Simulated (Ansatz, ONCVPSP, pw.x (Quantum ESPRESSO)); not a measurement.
**What a changed setting does to a pw.x run (fcc Nb)**

Potential: optimised norm-conserving Vanderbilt (ONCV), ONCVPSP 4.0.1.1 (patched build), LDA (Perdew-Wang 92); core [Ar] 3d10, reference 4s2 4p6 4d4 5s0.75 5p0.25; waves: 4s+5s: rc 1.95 bohr, ncon 4, nbas 9, qcut 7.1 1/bohr, 2 projectors; 4p+5p: rc 2.30 bohr, ncon 4, nbas 8, qcut 7.5 1/bohr, 2 projectors; 4d: rc 2.80 bohr, ncon 4, nbas 9, qcut 4.7 1/bohr, 2 projectors, debl 2.1 Ha; local part: polynomial inside 1.70 bohr (lpopt 5, dvloc0 3 Ha); core correction: Teter function, fcfact 2.25, rcfact 1.35.

The reference run (k-mesh 14³, cutoffs 50/200 Ry, Fermi–Dirac 0.01 Ry, mixing_beta 0.4, conv_thr 1e-9, no spin) gives 2.83 GPa at 17.697 Å³/atom, where all-electron LAPW gives 0.54 GPa. This run, with its own iteration cap, changes smearing to mp.

```
&control
  calculation='scf', prefix='x', pseudo_dir='./', outdir='./tmp', tstress=.true., disk_io='none'
/
&system
  ibrav=0, nat=1, ntyp=1, ecutwfc=50, ecutrho=200, nbnd=14,
  occupations='smearing', smearing='mp', degauss=0.01
/
&electrons
  conv_thr=1e-09, mixing_beta=0.4, electron_maxstep=50
/
ATOMIC_SPECIES
Nb 1.0 Nb.UPF
CELL_PARAMETERS angstrom
  0.00000000 2.06834613 2.06834613
  2.06834613 0.00000000 2.06834613
  2.06834613 2.06834613 0.00000000
ATOMIC_POSITIONS crystal
Nb 0.0000 0.0000 0.0000
K_POINTS automatic
14 14 14 0 0 0
```

```bash
pw.x < Nb.scf.in > Nb.scf.out
```

Question: How does the run end?

Answer: It converges in 8 iterations; the free energy moves by +44.5 meV/atom and the pressure by -0.58 GPa. This scheme is built to cancel the term in the square of the width that Fermi–Dirac smearing leaves in the F of a metal.

```
Message from routine setup:
     using ibrav=0 with symmetry is DISCOURAGED, use correct ibrav instead
     lattice parameter (alat)  =       5.5276  a.u.
     unit-cell volume          =     119.4253 (a.u.)^3
     number of electrons       =        13.00
     number of Kohn-Sham states=           14
     kinetic-energy cutoff     =      50.0000  Ry
     charge density cutoff     =     200.0000  Ry
     scf convergence threshold =      1.0E-09
     Exchange-correlation= SLA  PW   NOGX NOGC
     number of k points=   104  Methfessel-Paxton smearing, width (Ry)=  0.0100
     iteration #  1     ecut=    50.00 Ry     beta= 0.40
     total energy              =    -116.97431595 Ry
     estimated scf accuracy    <       0.08781689 Ry
     iteration #  2     ecut=    50.00 Ry     beta= 0.40
     total energy              =    -116.97339837 Ry
     estimated scf accuracy    <       0.01336868 Ry
     iteration #  3     ecut=    50.00 Ry     beta= 0.40
     total energy              =    -116.97497892 Ry
     estimated scf accuracy    <       0.00051056 Ry
     iteration #  4     ecut=    50.00 Ry     beta= 0.40
     total energy              =    -116.97502280 Ry
     estimated scf accuracy    <       0.00001340 Ry
     iteration #  5     ecut=    50.00 Ry     beta= 0.40
     total energy              =    -116.97502592 Ry
     estimated scf accuracy    <       0.00000037 Ry
     iteration #  6     ecut=    50.00 Ry     beta= 0.40
     total energy              =    -116.97502594 Ry
     estimated scf accuracy    <       0.00000001 Ry
     iteration #  7     ecut=    50.00 Ry     beta= 0.40
     total energy              =    -116.97502593 Ry
     estimated scf accuracy    <          6.6E-09 Ry
     iteration #  8     ecut=    50.00 Ry     beta= 0.40
     the Fermi energy is    18.5723 ev
!    total energy              =    -116.97502594 Ry
     estimated scf accuracy    <          1.1E-11 Ry
     smearing contrib. (-TS)   =      -0.00003267 Ry
     The total energy is F=E-TS. E is the sum of the following terms:
     one-electron contribution =     -15.33894758 Ry
     hartree contribution      =      14.70452245 Ry
     xc contribution           =     -17.22065803 Ry
     ewald contribution        =     -99.11991011 Ry
     convergence has been achieved in   8 iterations
          total   stress  (Ry/bohr**3)                   (kbar)     P=       22.48
     Message from routine punch:
     Nothing written, as per user request (disk_io='none')
```

The run took about 7.5 s on one core of a shared host (Intel(R) Xeon(R) 6975P-C, 192 threads, 378 GiB, load 93).
